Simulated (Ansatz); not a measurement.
# NHO (triplet): RPA-PBE over vertical spin and charge gaps, cc-pVDZ

Aim: run NHO (triplet) with these functionals over vertical spin and charge gaps, and hold them against the top wave-function level at the same points.

Method: cc-pVDZ, all electrons in the functionals, frozen cores in the correlation of double hybrids and RPA; program: Ansatz 0.2.0, Gaussian basis.

Plan: RPA-PBE, at charge 0, triplet; charge 0, singlet; charge 0, quintet; charge 1, doublet; charge 1, quartet.

4 further runs of the same task are left out: 4 set aside as unsound or not needed.

**1. The geometry**

The geometry is a PBE0/def2-TZVP stationary point (not a proven minimum).

3 atoms, charge 0, spin multiplicity 3.

Atoms are counted from 1 here; the program's logs count them from 0.

Bond lengths: N1–O2 1.310 Å, O2–H3 0.972 Å. Angles: N1–O2–H3 109.0°.

No dispersion term is added.

The geometry shown and the zero of energy belong to the point charge 0, triplet. The yardstick, UCCSDTQ, and other wave-function levels (R restricted, U unrestricted, valence and pair active spaces) come from earlier runs.

**2. RPA-PBE, charge 0, triplet**

in.yaml reads:

```yaml
crystal:
  periodic: [false, false, false]
  atoms:
    - {symbol: N, position_ang: [0.000000, -0.059009, 0.726911]}
    - {symbol: O, position_ang: [0.000000, 0.100344, -0.573400]}
    - {symbol: H, position_ang: [0.000000, -0.772778, -0.999631]}
basis:
  gaussian: {orbitals: cc-pVDZ}
magnetization: {spin_polarized: true, initial_magnetization: 2}
hamiltonian: {xc: {name: PBE}}
correlation: {method: rpa, electrons: outside_noble_gas}
```

Launch:

```
> ansatz run in.yaml --threads 1 --pin off --events-out ev --progress --plain --max-ram 2816MiB --backend cpu
```

The program printed:

```text
Functional definition: PBE
  name "PBE"
  cite "Perdew, Burke & Ernzerhof, Phys. Rev. Lett. 77, 3865 (1996) doi:10.1103/PhysRevLett.77.3865"
  parent pbe
  parameter kappa = 0.804
  parameter beta = 0.06672455060314922
  exchange = pbe_x(kappa = kappa, mu = beta*pi^2/3)
  correlation = pbe_c(beta = beta)
312 factors; integrals over basis functions are off by at most 1.4e-3 eV
mean field evaluation 1: about -3544.3493 eV, gradient 2.0e1 eV
mean field evaluation 2: about -3544.3470 eV, gradient 2.0e1 eV
mean field evaluation 4: about -3545.6567 eV, gradient 7.6e0 eV
mean field evaluation 8: about -3545.8779 eV, gradient 4.2e-2 eV
mean field evaluation 16: about -3545.8779 eV, gradient 2.4e-6 eV
mean field -3545.87790930 eV, -130.3086096845 hartree, gradient 2.4e-6 eV, S^2 2.003584; 0 other end points of the search recorded, 0 dependent functions left out
2 core orbitals not correlated: weight in the atoms' cores, before any rotation towards them, 1.000 or more for the frozen orbitals, at most 0.000 for the correlated occupied ones
reference -3531.77836446 eV, -129.7904609687 hartree; 7, 5 occupied and 24, 26 virtual orbitals, 312 factors
Total energy: -3544.71855459 eV, -130.2660041845 hartree
```

Run time: 0.46 s. Hardware: 1 thread of AMD EPYC 7R13, shared host.

From the report: ⟨S²⟩ of the determinant 2.004 (pure triplet: 2.00).

**3. RPA-PBE, charge 0, singlet**

Edit in.yaml of step 2 so:

```diff
@@ -8,3 +8,3 @@
   gaussian: {orbitals: cc-pVDZ}
-magnetization: {spin_polarized: true, initial_magnetization: 2}
+magnetization: {spin_polarized: true, initial_magnetization: 0}
 hamiltonian: {xc: {name: PBE}}
```

Same command.

The program printed, cut to the lines that bear on the results:

```text
Functional definition: PBE
  name "PBE"
  cite "Perdew, Burke & Ernzerhof, Phys. Rev. Lett. 77, 3865 (1996) doi:10.1103/PhysRevLett.77.3865"
  parent pbe
[...]
312 factors; integrals over basis functions are off by at most 1.4e-3 eV
[...]
mean field -3545.57643286 eV, -130.2975306297 hartree, gradient 1.4e-6 eV, S^2 0.880831; 10 other end points of the search recorded, 0 dependent functions left out
2 core orbitals not correlated: weight in the atoms' cores, before any rotation towards them, 1.000 or more for the frozen orbitals, at most 0.000 for the correlated occupied ones
reference -3530.92721876 eV, -129.7591819411 hartree; 6, 6 occupied and 25, 25 virtual orbitals, 312 factors
Total energy: -3544.35594958 eV, -130.2526786962 hartree
```

Run time: 2.1 s. Hardware: 1 thread of AMD EPYC 7R13, shared host.

From the report: ⟨S²⟩ of the determinant 0.881 (pure singlet: 0.00). The determinant is far from a pure spin state, so its energy mixes those of several spin states (harmless only where they are near-degenerate, as at dissociation).

From charge 0, triplet: +0.363 eV.

**4. RPA-PBE, charge 0, quintet**

Edit in.yaml of step 3 so:

```diff
@@ -8,3 +8,3 @@
   gaussian: {orbitals: cc-pVDZ}
-magnetization: {spin_polarized: true, initial_magnetization: 0}
+magnetization: {spin_polarized: true, initial_magnetization: 4}
 hamiltonian: {xc: {name: PBE}}
```

Same command.

The program printed, cut to the lines that bear on the results:

```text
Functional definition: PBE
  name "PBE"
  cite "Perdew, Burke & Ernzerhof, Phys. Rev. Lett. 77, 3865 (1996) doi:10.1103/PhysRevLett.77.3865"
  parent pbe
[...]
312 factors; integrals over basis functions are off by at most 1.4e-3 eV
[...]
mean field -3535.88597763 eV, -129.9414129685 hartree, gradient 2.4e-6 eV, S^2 6.003395; 10 other end points of the search recorded, 0 dependent functions left out
2 core orbitals not correlated: weight in the atoms' cores, before any rotation towards them, 1.000 or more for the frozen orbitals, at most 0.000 for the correlated occupied ones
reference -3522.21231922 eV, -129.4389152901 hartree; 8, 4 occupied and 23, 27 virtual orbitals, 312 factors
Total energy: -3534.79509686 eV, -129.9013238394 hartree
```

Run time: 2.5 s. Hardware: 1 thread of AMD EPYC 7R13, shared host.

From the report: ⟨S²⟩ of the determinant 6.003 (pure quintet: 6.00).

From charge 0, triplet: +9.923 eV.

**5. RPA-PBE, charge 1, doublet**

Edit in.yaml of step 4 so:

```diff
@@ -8,3 +8,4 @@
   gaussian: {orbitals: cc-pVDZ}
-magnetization: {spin_polarized: true, initial_magnetization: 4}
+total_charge: 1
+magnetization: {spin_polarized: true, initial_magnetization: 1}
 hamiltonian: {xc: {name: PBE}}
```

Launched as before.

The program printed, cut to the lines that bear on the results:

```text
Functional definition: PBE
  name "PBE"
  cite "Perdew, Burke & Ernzerhof, Phys. Rev. Lett. 77, 3865 (1996) doi:10.1103/PhysRevLett.77.3865"
  parent pbe
[...]
311 factors; integrals over basis functions are off by at most 1.4e-3 eV
[...]
mean field -3535.89284835 eV, -129.9416654628 hartree, gradient 1.9e-6 eV, S^2 0.757295; 3 other end points of the search recorded, 0 dependent functions left out
2 core orbitals not correlated: weight in the atoms' cores, before any rotation towards them, 1.000 or more for the frozen orbitals, at most 0.000 for the correlated occupied ones
reference -3521.02985088 eV, -129.3954603801 hartree; 6, 5 occupied and 25, 26 virtual orbitals, 311 factors
Total energy: -3535.03918140 eV, -129.9102937809 hartree
```

Run time: 1.2 s. Hardware: 1 thread of AMD EPYC 7R13, shared host.

From the report: ⟨S²⟩ of the determinant 0.757 (pure doublet: 0.75).

From charge 0, triplet: +9.679 eV.

**6. RPA-PBE, charge 1, quartet**

Edit in.yaml of step 5 so:

```diff
@@ -9,3 +9,3 @@
 total_charge: 1
-magnetization: {spin_polarized: true, initial_magnetization: 1}
+magnetization: {spin_polarized: true, initial_magnetization: 3}
 hamiltonian: {xc: {name: PBE}}
```

The command is unchanged.

The program printed, cut to the lines that bear on the results:

```text
Functional definition: PBE
  name "PBE"
  cite "Perdew, Burke & Ernzerhof, Phys. Rev. Lett. 77, 3865 (1996) doi:10.1103/PhysRevLett.77.3865"
  parent pbe
[...]
311 factors; integrals over basis functions are off by at most 1.4e-3 eV
[...]
mean field -3531.59719466 eV, -129.7838031011 hartree, gradient 6.8e-6 eV, S^2 3.753647; 7 other end points of the search recorded, 0 dependent functions left out
2 core orbitals not correlated: weight in the atoms' cores, before any rotation towards them, 1.000 or more for the frozen orbitals, at most 0.000 for the correlated occupied ones
reference -3518.46973349 eV, -129.3013778014 hartree; 7, 4 occupied and 24, 27 virtual orbitals, 311 factors
Total energy: -3530.66735214 eV, -129.7496320190 hartree
```

Wall time 1.5 s (1 thread of AMD EPYC 7R13, shared host).

From the report: ⟨S²⟩ of the determinant 3.754 (pure quartet: 3.75).

From charge 0, triplet: +14.051 eV.

**7. The comparison**

The yardstick is UCCSDTQ, where the cluster series has nearly closed. It comes from earlier runs at the same points. Energies in eV, counted from charge 0, triplet; blanks weren't run or aren't comparable.

```
  level  triplet to quintet  ionisation to the doublet cation  ionisation to the quartet cation
UCCSDTQ               9.888                             9.710                            13.978
RPA-PBE               9.923                             9.679                            14.051
```

Largest miss and mean time a point (UCCSDTQ took 78 s a point; shared hosts):

| level | largest miss (eV) | where | time a point |
| --- | --- | --- | --- |
| RPA-PBE | +0.073 | ionisation to the quartet cation | 1.6 s |

**8. Outcome**

| quantity | value |
| --- | --- |
| triplet to quintet, UCCSDTQ | 9.888 eV |
| ionisation to the doublet cation, UCCSDTQ | 9.710 eV |
| ionisation to the quartet cation, UCCSDTQ | 13.978 eV |
| largest miss, RPA-PBE | +0.073 eV (ionisation to the quartet cation) |

**Reading.** Misses are known at 3 of 4 points at best, and only functionals with that many are ranked. RPA-PBE strays by up to 0.073 eV, at ionisation to the quartet cation. RPA-PBE clearly breaks the spin symmetry at some points (⟨S²⟩ up to 0.88 above the pure value), so energy there is bought with a mixed spin. Functionals and the yardstick converge differently with the basis, so part of each miss in cc-pVDZ is the basis. The program flags that the yardstick's amplitudes may have other solutions at some points.
